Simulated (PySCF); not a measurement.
**H3O+ (oxonium) at 6 levels**

We compute a comparison of 6 runs (PBE/6-31G, r2SCAN/6-31G, CCSDTQ/6-31G, NEVPT2(2,2)/6-31G, NEVPT2(8,7)/6-31G, UCCSD(T)/6-31G) of H3O+ (oxonium). Input form: a Python script.

The calculation is run with PySCF 2.14.0.

## Step 1: The system as given

The species is H3O+ (4 atoms), meant as a singlet with charge +1. As SMILES, `[OH3+]`. The O1–H3 distance was set to 1.180 Å, away from the relaxed value.

Bond lengths: O1–H2 0.983 Å, O1–H4 0.984 Å. Angles: H2–O1–H4 112.0°.

## Step 2: The energy at PBE/6-31G (run 1)

File run.py:

```python
from pyscf import gto, dft

mol = gto.Mole()
mol.atom = '''
O    0.317969   0.000113   0.084887
H    0.336149   0.980573   0.158257
H   -0.413410  -0.366620  -0.765680
H    0.125049  -0.430667   0.947907
'''
mol.spin = 0
mol.verbose = 3
mol.max_memory = 1860
mol.basis = '6-31g'
mol.charge = 1
mol.build()

mf = dft.RKS(mol)
mf.xc = 'pbe'
mf.conv_tol = 1e-10
mf.grids.level = 5
mf.kernel()
if not mf.converged:
    mf = mf.newton().run(mf.mo_coeff, mf.mo_occ)

energy = mf.e_tot
print('E(%s) = %.9f' % ('PBE', energy))
```

Command:

```sh
OMP_NUM_THREADS=1 python run.py
```

What it wrote:

```text
converged SCF energy = -76.5684454622054
E(PBE) = -76.568445462
```

Wall time 1.6 s (1 thread of Arm Neoverse V1, shared host); peak memory 0.16 GiB.

## Step 3: A single-point energy at r2SCAN/6-31G (run 2)

File calc.py:

```python
from pyscf import gto, dft

mol = gto.M(
    atom='''
O      0.600874     0.000214     0.160413
H      0.635230     1.853014     0.299062
H     -0.781232    -0.692811    -1.446925
H      0.236308    -0.813843     1.791285
''',
    basis='6-31g',
    spin=0,
    verbose=4,
    charge=1,
    unit='bohr',
    max_memory=1860,
)

mf = dft.RKS(mol)
mf.xc = 'r2scan'
mf.grids.level = 5
mf.conv_tol = 1e-10
mf.kernel()
if not mf.converged:
    mf = mf.newton().run(mf.mo_coeff, mf.mo_occ)

e_final = mf.e_tot
print('E(%s) = %.9f' % ('R2SCAN', e_final))
```

Command:

```sh
OMP_NUM_THREADS=1 python calc.py
```

What it wrote:

```text
PySCF version 2.14.0

[... 69 lines left out ...]
converged SCF energy = -76.609238939676
E(R2SCAN) = -76.609238940
```

Run time: 2 s. Hardware: 1 thread of Arm Neoverse V1, shared host; peak memory 0.17 GiB.

## Step 4: The energy at CCSDTQ/6-31G (run 3)

File job.py:

```python
from pyscf import gto, cc

system = gto.M(
    atom='''
O        0.317969       0.000113       0.084887
H        0.336149       0.980573       0.158257
H       -0.413410      -0.366620      -0.765680
H        0.125049      -0.430667       0.947907
''',
    verbose=4,
    max_memory=1860,
    charge=1,
    basis='6-31g',
)

hf = system.RHF()
hf.conv_tol = 1e-10
hf.kernel()
if not hf.converged:
    hf = hf.newton().run(hf.mo_coeff, hf.mo_occ)

mycc = cc.CCSDTQ(hf, frozen=1)
mycc.kernel()
e_tot = mycc.e_tot
print('Final energy', e_tot)
```

Command:

```sh
OMP_NUM_THREADS=1 python job.py
```

What it wrote:

```text
PySCF version 2.14.0

[... 56 lines left out ...]
converged SCF energy = -76.240834741107
[... 16 lines left out ...]
WARN: A large `blksize` is being used, which may cause large memory consumption
[... 6 lines left out ...]
Init t2, MP2 energy = -76.377530238861  E_corr(MP2) -0.136695497754
[... 12 lines left out ...]
RCCSDTQ converged
[... 3 lines left out ...]
Final energy -76.38727306357232
```

Run time: 46 s. Hardware: 1 thread of Arm Neoverse V1, shared host; peak memory 0.26 GiB.

Runs 4 to 5 aren't shown in full; the table further down has their settings and results.

## Step 5: A single-point energy at UCCSD(T)/6-31G (run 6)

File run.py:

```python
from pyscf import gto, scf, cc

mol = gto.M(
    atom=[
    ('O', (0.317969, 0.000113, 0.084887)),
    ('H', (0.336149, 0.980573, 0.158257)),
    ('H', (-0.413410, -0.366620, -0.765680)),
    ('H', (0.125049, -0.430667, 0.947907)),
],
    max_memory=1860,
    spin=0,
    verbose=4,
    basis='6-31g',
    charge=1,
)

mf = scf.UHF(mol)
mf.conv_tol = 1e-10
mf.kernel()
if not mf.converged:
    mf = mf.newton().run(mf.mo_coeff, mf.mo_occ)
for _ in range(3):
    mo, _, stable, _ = mf.stability(return_status=True)
    if stable:
        break
    mf.kernel(mf.make_rdm1(mo, mf.mo_occ))

mycc = cc.CCSD(mf, frozen=1)
mycc.kernel()
e_t = mycc.ccsd_t()
etot = mycc.e_tot + e_t
print('E = %.10f Eh' % etot)
```

Command:

```sh
OMP_NUM_THREADS=1 python run.py
```

What it wrote:

```text
PySCF version 2.14.0

[... 76 lines left out ...]
converged SCF energy = -76.2408347410986  <S^2> = 5.6336269e-11  2S+1 = 1
[... 14 lines left out ...]
Init t2, MP2 energy = -0.136695492136079
[... 11 lines left out ...]
UCCSD converged
[... 2 lines left out ...]
E = -76.3866825803 Eh
```

Wall time 0.99 s (1 thread of Arm Neoverse V1, shared host); peak memory 0.12 GiB.

## Step 6: Overview of the runs

```csv
run,level,integration grid,frozen core orbitals,energy (Eh),HOMO energy (eV),LUMO energy (eV),HOMO–LUMO gap (eV),wall time
1,PBE/6-31G,5,–,-76.568445,-17.68,-9.34,8.34,1.6 s
2,r2SCAN/6-31G,5,–,-76.609239,-18.25,-8.56,9.69,2 s
3,CCSDTQ/6-31G,–,1,-76.387273,-25.18,-4.28,20.90,46 s
4,"NEVPT2(2,2)/6-31G",–,–,-76.382727,-25.18,-4.28,20.90,0.99 s
5,"NEVPT2(8,7)/6-31G",–,–,-76.377730,-25.18,-4.28,20.90,1.6 s
6,UCCSD(T)/6-31G,–,1,-76.386683,-25.18,-4.28,20.90,0.99 s
```

## Step 7: What came out

| quantity | value |
| --- | --- |
| run 6: total energy | -76.38668 Eh |
| run 6: HOMO energy (Hartree–Fock orbitals) | -25.18 eV |
| run 6: LUMO energy (Hartree–Fock orbitals) | -4.28 eV |
| run 6: HOMO–LUMO gap (Hartree–Fock orbitals) | 20.90 eV |
| run 6: correlation energy (1 core orbital frozen) | -145.8 mEh |
| run 6: (T) correction | -1.30 mEh |
| run 6: T1 diagnostic | 0.010 |

**Reading.** Totals of different functionals can't be ranked against each other. All runs together took 53 s, the longest 46 s.
